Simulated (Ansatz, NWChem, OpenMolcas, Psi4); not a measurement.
Abstraction of Cl: C2HClF2 + CHF2 → C2HF2 + CHClF2

Species: C2HClF2 `FC(F)=CCl`, singlet; CHF2 (difluoromethyl radical) `F[CH]F`, doublet; C2HF2 `[CH]=C(F)F`, doublet; CHClF2 `FC(F)Cl`, singlet. A radical takes Cl: the energy is the difference in strength between two C–Cl bonds in different surroundings.

Shapes, held fixed at every level: PBE0-D4/def2-TZVP. Programs: Ansatz 0.2.0, NWChem 7.3.0, OpenMolcas 26.06, Psi4 1.11. A level may come from different programs for different species; with the same settings they agree closely. The zero-point and thermal change to 298 K, harmonic and unscaled (PBE0-D4/def2-TZVP), is -2.0 kJ/mol.

Task: Estimate ΔH(298 K) of this reaction.

Result: B2PLYP/def2-TZVPP gives ΔH(298 K) = +41.6 kJ/mol; the levels span +35.0 to +47.6. The median of the levels is +42.0. No measured value is set beside it here. Spin contamination: C2HF2 (⟨S²⟩ up to 0.90). Open shells run unrestricted.

```json
{"level": "SPW92/def2-TZVPP", "kind": "LDA", "ΔH(298 K) (kJ/mol)": "+47.6"}
{"level": "r2SCAN-D4/def2-TZVPP", "kind": "meta-GGA", "ΔH(298 K) (kJ/mol)": "+35.0"}
{"level": "B3LYP/6-31G* (spherical functions)", "kind": "global hybrid", "ΔH(298 K) (kJ/mol)": "+42.8"}
{"level": "B3LYP-D4/def2-TZVPP", "kind": "global hybrid", "ΔH(298 K) (kJ/mol)": "+42.3"}
{"level": "BHLYP-D4/def2-TZVPP", "kind": "global hybrid", "ΔH(298 K) (kJ/mol)": "+40.5"}
{"level": "PBE0-D4/def2-TZVPP", "kind": "global hybrid", "ΔH(298 K) (kJ/mol)": "+42.6"}
{"level": "r2SCAN0-D4/def2-TZVPP", "kind": "global hybrid", "ΔH(298 K) (kJ/mol)": "+37.4"}
{"level": "B2PLYP/def2-TZVPP", "kind": "double hybrid", "ΔH(298 K) (kJ/mol)": "+41.6"}
```
